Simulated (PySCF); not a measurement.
**Gas-phase thermal properties of S2**

Computed with PySCF (xtb for GFN2) and rigid-rotor harmonic-oscillator thermochemistry at 1 bar. 'Table' is the NASA 1993 thermochemical table (part measured, part estimated). 6-31G* has spherical d functions here. Open shells (unrestricted): S2 (multiplicity 3). GFN2 has no spin-polarisation term. B3LYP is the form with VWN-RPA correlation. The harmonic model lacks anharmonicity and excited electronic states, which grow with temperature; levels with a mode under 35 cm⁻¹ are left out. The table's entry may be an old estimate for S2 (not checked at source).

```json
[
 {"level": "table", "point group": "-", "σ": "-", "ZPE (kJ/mol)": "-", "S°298 (J/mol/K)": "228.3", "Cp298 (J/mol/K)": "32.5", "S°1000 (J/mol/K)": "270.8", "H1000 − H298 (kJ/mol)": "25.0"},
 {"level": "B3LYP/6-31G*", "point group": "D∞h", "σ": "2", "ZPE (kJ/mol)": "4.2", "S°298 (J/mol/K)": "228.6", "Cp298 (J/mol/K)": "32.6", "S°1000 (J/mol/K)": "271.1", "H1000 − H298 (kJ/mol)": "24.9"},
 {"level": "GFN2-xTB", "point group": "D∞h", "σ": "2", "ZPE (kJ/mol)": "4.3", "S°298 (J/mol/K)": "228.2", "Cp298 (J/mol/K)": "32.4", "S°1000 (J/mol/K)": "270.7", "H1000 − H298 (kJ/mol)": "24.9"},
 {"level": "HF/6-31G*", "point group": "D∞h", "σ": "2", "ZPE (kJ/mol)": "4.8", "S°298 (J/mol/K)": "227.7", "Cp298 (J/mol/K)": "31.7", "S°1000 (J/mol/K)": "269.5", "H1000 − H298 (kJ/mol)": "24.6"},
 {"level": "PBE/def2-SVP", "point group": "D∞h", "σ": "2", "ZPE (kJ/mol)": "4.2", "S°298 (J/mol/K)": "228.6", "Cp298 (J/mol/K)": "32.6", "S°1000 (J/mol/K)": "271.2", "H1000 − H298 (kJ/mol)": "25.0"},
 {"level": "PBE0/def2-TZVP", "point group": "D∞h", "σ": "2", "ZPE (kJ/mol)": "4.5", "S°298 (J/mol/K)": "228.0", "Cp298 (J/mol/K)": "32.2", "S°1000 (J/mol/K)": "270.2", "H1000 − H298 (kJ/mol)": "24.8"}
]
```
σ: rotational symmetry number. Electronic degeneracy used: 3. Frequencies are unscaled.
